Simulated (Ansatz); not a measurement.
Wavefunction ladder for `C=CCC=O`

```xyz
11

C    -0.499    0.675    1.644
C    -0.485   -0.211    0.659
C    -0.195    0.120   -0.769
C     1.018   -0.613   -1.280
O     1.917   -0.100   -1.883
H    -0.711    0.380    2.665
H    -0.303    1.727    1.463
H    -0.684   -1.258    0.882
H    -1.037   -0.207   -1.397
H    -0.053    1.191   -0.922
H     1.032   -1.704   -1.061
```

Charge 0, multiplicity 1. Geometry: relaxed with PBE0-D4/def2-TZVP. It is one conformer, not always the lowest. Frozen core, restricted reference, the Gaussian-basis code of Ansatz. CBS rows extrapolate triple and quadruple zeta; past MP2 they add the triple-zeta difference.

```json
{"basis": "def2-TZVPP", "HF (Eh)": "-229.88598", "MP2 corr.": "-0.87728", "CCSD corr.": "?", "(T)": "-0.04021", "CCSD(T) total": "?"}
{"basis": "def2-QZVPP", "HF (Eh)": "?", "MP2 corr.": "-0.93708", "CCSD corr.": "–", "(T)": "–", "CCSD(T) total": "–"}
{"basis": "CBS(def2)", "HF (Eh)": "?", "MP2 corr.": "-0.98136", "CCSD corr.": "?", "(T)": "as TZ", "CCSD(T) total": "?"}
```

(1) Fill in the withheld values. (An estimate is asked.)

## Answers

(1) Computed: def2-TZVPP CCSD corr.: -0.91107; def2-TZVPP CCSD(T) total: -230.83726; def2-QZVPP HF (Eh): -229.89647; CBS(def2) HF (Eh): -229.89791; CBS(def2) CCSD corr.: -1.01515; CBS(def2) CCSD(T) total: -230.95327.
